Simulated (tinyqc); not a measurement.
Worked calculation: RKS/BP86 in the sto-3g basis, for H2F+, spin multiplicity 1. One step of it, computed by the program tinyqc.

Task: Iteration 2: diagonalisation and new density. Diagonalise F' = X^T F X, C = X C', fill 5 alpha and 5 beta electrons from the bottom; D = 2 C_occ C_occ^T; the new density keeps 0.5 of the old one (damping). Each column has its largest component positive (the first on a tie).

extrapolated F (hartree), lower triangle:
```
             1F 1s      1F 2s     1F 2px     1F 2py     1F 2pz      2H 1s      3H 1s
1F 1s   -24.442758
1F 2s    -6.267335  -2.791492
1F 2px    0.000000   0.000000  -0.467600
1F 2py    0.000000   0.000000   0.000000  -0.510363
1F 2pz   -0.007284  -0.077036   0.000000   0.000000  -0.493375
2H 1s    -0.492647  -0.476869   0.000000  -0.202311  -0.180233  -0.627222
3H 1s    -0.492647  -0.476869   0.000000   0.202311  -0.180233  -0.135442  -0.627222
```

X, lower triangle:
```
            1F 1s      1F 2s    1F 2px     1F 2py     1F 2pz      2H 1s     3H 1s
1F 1s    1.022802
1F 2s   -0.128135   1.061816
1F 2px   0.000000   0.000000  1.000000
1F 2py   0.000000   0.000000  0.000000   1.020703
1F 2pz  -0.002616   0.022029  0.000000   0.000000   1.012239
2H 1s    0.011334  -0.114372  0.000000  -0.087522  -0.063819   1.038904
3H 1s    0.011334  -0.114372  0.000000   0.087522  -0.063819  -0.042212  1.038904
```

D after iteration 1, lower triangle:
```
            1F 1s      1F 2s    1F 2px     1F 2py    1F 2pz     2H 1s     3H 1s
1F 1s    2.037379
1F 2s   -0.478536   2.016160
1F 2px   0.000000   0.000000  1.742329
1F 2py   0.000000   0.000000  0.000000   1.610427
1F 2pz   0.013293  -0.070239  0.000000   0.000000  1.657713
2H 1s   -0.010444   0.031047  0.000000   0.175829  0.132463  0.478324
3H 1s   -0.010444   0.031047  0.000000  -0.175829  0.132463  0.016452  0.478324
```

overlap S, lower triangle:
```
           1F 1s     1F 2s    1F 2px     1F 2py    1F 2pz     2H 1s     3H 1s
1F 1s   1.000000
1F 2s   0.237990  1.000000
1F 2px  0.000000  0.000000  1.000000
1F 2py  0.000000  0.000000  0.000000   1.000000
1F 2pz  0.000000  0.000000  0.000000   0.000000  1.000000
2H 1s   0.018483  0.223081  0.000000   0.155350  0.127200  1.000000
3H 1s   0.018483  0.223081  0.000000  -0.155350  0.127200  0.107231  1.000000
```

Give: F' = X^T F X; orbital energies; coefficients C; D after iteration 2.

Result:

F' = X^T F X (hartree), lower triangle:
```
          1        2        3        4        5        6        7
1  -23.9935
2   -3.2329  -1.6623
3    0.0000   0.0000  -0.4676
4    0.0000   0.0000   0.0000  -0.4670
5   -0.0130  -0.0415   0.0000   0.0000  -0.4670
6   -0.0304  -0.1593   0.0000  -0.1342  -0.1051  -0.5378
7   -0.0304  -0.1593   0.0000   0.1342  -0.1051  -0.0318  -0.5378
```

orbital energies (hartree): MO1 -24.4524, MO2 -1.2793, MO3 -0.6773, MO4 -0.6119, MO5 -0.4676, MO6 -0.3490, MO7 -0.2957

coefficients C:
```
            MO1      MO2      MO3      MO4     MO5      MO6      MO7
1F 1s    0.9947  -0.2520   0.0000   0.0884  0.0000  -0.0452   0.0000
1F 2s    0.0218   0.9626   0.0000  -0.4221  0.0000   0.2556   0.0000
1F 2px   0.0000   0.0000   0.0000   0.0000  1.0000   0.0000   0.0000
1F 2py   0.0000   0.0000   0.5919   0.0000  0.0000   0.0000   0.8407
1F 2pz   0.0010   0.0966   0.0000   0.5792  0.0000   0.8297   0.0000
2H 1s   -0.0027   0.1037   0.5089   0.4908  0.0000  -0.5122  -0.5771
3H 1s   -0.0027   0.1037  -0.5089   0.4908  0.0000  -0.5122   0.5771
```

D after iteration 2, lower triangle:
```
          1F 1s    1F 2s  1F 2px   1F 2py  1F 2pz   2H 1s   3H 1s
1F 1s    2.0795
1F 2s   -0.4975   2.1133
1F 2px   0.0000   0.0000  1.8712
1F 2py   0.0000   0.0000  0.0000   1.1555
1F 2pz   0.0345  -0.1866  0.0000   0.0000  1.1737
2H 1s    0.0093  -0.0919  0.0000   0.3891  0.3605  0.7498
3H 1s    0.0093  -0.0919  0.0000  -0.3891  0.3605  0.0008  0.7498
```
